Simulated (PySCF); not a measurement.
**Spin-rotation constants: `F[PH+](F)F`, [F3HP]+, charge +1**

Geometry:
```tsv
atom	x (Å)	y (Å)	z (Å)
F1	-0.564	1.287	0.518
P2	0.024	-0.025	0.025
F3	-1.080	-0.807	-0.669
F4	1.094	0.291	-1.006
H5	0.560	-0.757	1.088
```

Total charge +1.

Computed, not measured: GIAO wB97X-D/aug-pcSseg-1 magnetisability, rotational g tensor and spin-rotation constants, non-relativistic, gas phase in PySCF. Geometry: PBE0-D3(BJ)/def2-SVP.

For an ion the centre-of-mass motion in the field is neglected.

Question: Give the nuclear spin-rotation constants along the inertial axes (H = +C I·J) beside the isotropic shieldings.

Answer: Rotational constants 7.6234, 7.5968, 4.3925 GHz.
| atom | isotope | Caa (kHz) | Cbb (kHz) | Ccc (kHz) | mean (kHz) | σ (ppm) |
| --- | --- | --- | --- | --- | --- | --- |
| F1 | 19F | 8.066 | 10.227 | 6.347 | 8.213 | 241.8 |
| P2 | 31P | 12.568 | 12.517 | 7.291 | 10.792 | 282.1 |
| F3 | 19F | 10.161 | 8.113 | 6.342 | 8.206 | 242.1 |
| F4 | 19F | 9.243 | 9.041 | 6.344 | 8.209 | 241.9 |
| H5 | 1H | -0.939 | -0.935 | 0.237 | -0.546 | 22.9 |

For the geometry as given, no vibrational averaging.
